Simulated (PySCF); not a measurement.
PySCF input for LiH, SMILES [LiH], IEF-PCM-ωB97X/def2-TZVPD. The structure is a stationary point at PBE0-D3(BJ)/def2-TZVPD.

```python
import numpy as np
from pyscf import gto, scf, dft
from pyscf.solvent import pcm

mol = gto.M(
    atom='''
    Li    0.00000000    0.00000000   -0.39905522
    H     0.00000000    0.00000000    1.19716565
    ''',
    basis='def2-TZVPD',
    charge=0,
    spin=0,
    max_memory=1600,
    verbose=3,
)
mf = dft.RKS(mol, xc='wb97x').density_fit(auxbasis='def2-universal-jkfit')
mf.grids.level = 3
mf.conv_tol = 1e-9
mf.max_cycle = 100
mf.kernel()
res = {}
for name, eps in {'water': 78.355, 'acetone': 20.493, '2-propanol': 19.264}.items():
    s = mf.PCM()
    s.with_solvent.method, s.with_solvent.eps, s.with_solvent.lebedev_order = 'IEF-PCM', eps, 29
    s.kernel(mf.make_rdm1())
    res[name] = (s.e_tot, eps, s.dip_moment(), s.mo_energy, s.converged)
    print(f'{name}: electrostatic solvation free energy {(s.e_tot - mf.e_tot) * 627.509474:.3f} kcal/mol')
```

It prints:

```
converged SCF energy = -8.07461916095877

WARN: PCM is an experimental feature. It is still in testing.
Features and APIs may be changed in the future.

converged SCF energy = -8.10600545735654
Dipole moment(X, Y, Z, Debye):  0.00000,  0.00000, -7.04168
water: electrostatic solvation free energy -19.695 kcal/mol

WARN: PCM is an experimental feature. It is still in testing.
Features and APIs may be changed in the future.

converged SCF energy = -8.10412386581413
Dipole moment(X, Y, Z, Debye):  0.00000, -0.00000, -6.98360
acetone: electrostatic solvation free energy -18.514 kcal/mol

WARN: PCM is an experimental feature. It is still in testing.
Features and APIs may be changed in the future.

converged SCF energy = -8.10396536402346
Dipole moment(X, Y, Z, Debye):  0.00000, -0.00000, -6.97867
2-propanol: electrostatic solvation free energy -18.415 kcal/mol
```

Self-consistency was reached.

Cost: about 3 core-seconds (a rough figure).
